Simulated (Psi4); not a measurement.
Process, species as SMILES: P#N (N-P) + 3 [H][H] (H2) → N (NH3) + P (PH3)
B3LYP-D3(BJ)/def2-TZVP geometries, fixed; electronic energies without zero-point terms.

Basis-set convergence of the energy of full hydrogenation at HF with Psi4. Cartesian d functions, on some or all atoms, in 6-31+G*; all else is spherical. Density fitting with the program's default auxiliary sets. Psi4's default fitting sets serve the pcseg sets less well. No added dispersion term, no relativity. Functions are those of the species that has most. Reference: the value in aug-cc-pV(Q+d)Z, -81.34 kcal/mol, itself unsure by roughly 0.07 kcal/mol (its mean distance from cc-pV(5+d)Z, def2-QZVPPD, def2-QZVPP). Deviations are taken from unrounded values.

| basis | functions | energy of full hydrogenation (kcal/mol) | minus reference (kcal/mol) |
|---|---|---|---|
| pcseg-0 | 22 | -77.27 | 4.06 |
| def2-SVP | 33 | -88.12 | -6.78 |
| cc-pV(D+d)Z | 38 | -83.84 | -2.51 |
| 6-31+G* | 42 | -81.44 | -0.10 |
| aug-pcseg-1 | 54 | -83.62 | -2.29 |
| aug-cc-pV(D+d)Z | 59 | -86.15 | -4.82 |
| def2-TZVP | 68 | -80.44 | 0.89 |
| pcseg-2 | 76 | -82.79 | -1.45 |
| cc-pV(T+d)Z | 81 | -80.99 | 0.35 |
| def2-TZVPPD | 99 | -81.93 | -0.59 |
| 6-311++G(3df,3pd) | 101 | -81.37 | -0.04 |
| aug-pcseg-2 | 119 | -82.08 | -0.75 |
| aug-cc-pV(T+d)Z | 124 | -81.74 | -0.40 |
| def2-QZVPP | 160 | -81.28 | 0.05 |
| pcseg-3 | 163 | -81.52 | -0.18 |
| def2-QZVPPD | 175 | -81.32 | 0.02 |
| aug-pcseg-3 | 236 | -81.40 | -0.07 |
| cc-pV(5+d)Z | 265 | -81.21 | 0.12 |

The smallest set listed that lies within 2 kcal/mol of the reference with all its larger relatives (same family, alike in diffuse functions; a set with none counts only in the reference's own line) is def2-TZVP (68 functions, 0.89 kcal/mol off). Inside the window by cancellation, since a larger relative falls out: 6-31+G*. Inside, with no larger relative to test it: 6-311++G(3df,3pd). (Relatives not listed, tested too: 6-311+G** -3.15, 6-311++G(2d,2p) -1.26, def2-TZVPP -0.46, cc-pV(Q+d)Z 0.36, def2-QZVP 0.05, aug-cc-pV(Q+d)Z 0.00, pcseg-4 0.01 kcal/mol.)
